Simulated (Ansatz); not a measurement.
# The cluster InGaN2: the relaxed shape and its frontier levels

What does the cluster InGaN2 look like as a singlet, and where do its frontier electrons sit?

Program: Ansatz 0.2.0, Gaussian basis. Level of theory: RKS PBE0-D4/def2-TZVP. These are calculated values, not measurements.

Plan: relaxation at PBE-D4/def2-SVP; a search for the lowest solution at PBE0-D4/def2-SVP; a single point at PBE0-D4/def2-TZVP.

1 further run of the same task is left out (set aside as unsound or not needed).

## Step 1: The starting structure

4 atoms, charge 0, spin multiplicity 1.

Atoms are counted from 1 here; the program's logs count them from 0.

Bond lengths: Ga1–N3 2.087 Å, Ga1–N4 2.087 Å, In2–N3 2.339 Å, In2–N4 2.339 Å, N3–N4 1.287 Å. Angles: N3–Ga1–N4 35.9°, N3–In2–N4 31.9°, Ga1–N3–In2 146.1°, Ga1–N3–N4 72.1°, In2–N3–N4 74.0°, Ga1–N4–In2 146.1°, Ga1–N4–N3 72.0°, In2–N4–N3 74.0°.

In takes a core potential in the def2 sets. No spin-orbit coupling is included.

The start is a GFN1-xTB geometry.

## Step 2: Optimising with PBE-D4/def2-SVP

in.yaml

```yaml
crystal:
  periodic: [false, false, false]
  atoms:
    - {symbol: Ga, position_ang: [-0.000800, 2.046250, -0.145670]}
    - {symbol: In, position_ang: [0.001160, -2.177750, 0.153550]}
    - {symbol: N, position_ang: [-0.622770, 0.054040, -0.166940]}
    - {symbol: N, position_ang: [0.622420, 0.077460, 0.159060]}
basis:
  gaussian: {orbitals: def2-SVP}
hamiltonian: {xc: pbe, dispersion: d4}
scf: {omitted_lower_state_checks: [starts]}
output: {orbitals: {seedname: orbitals}}
relax: {f_tol: 0.02, max_steps: 100}
```

Command:

```
ansatz run in.yaml --threads 2 --pin off --events-out ev --progress --plain --max-ram 4352MiB
```

The runs that follow: Searching for the lowest solution, PBE0-D4/def2-SVP; Single point, PBE0-D4/def2-TZVP.

Q: Predict the results of all the runs planned. Wanted: point group; commonest bond; HOMO, LUMO at PBE0-D4/def2-TZVP; dipole at PBE-D4/def2-SVP.

The runs gave:

| quantity | value |
| --- | --- |
| point group | C2v |
| commonest bond | In–N, 2 of mean length 2.446 Å |
| HOMO, LUMO at PBE0-D4/def2-TZVP | -4.56, -1.62 eV |
| dipole at PBE-D4/def2-SVP | 1.43 D |

The molecule keeps its bonding pattern by the stored test; the atoms moved 0.08 Å (rms). No usable vibrations, so a minimum isn't proven. Whether this spin is the lowest isn't tested here.
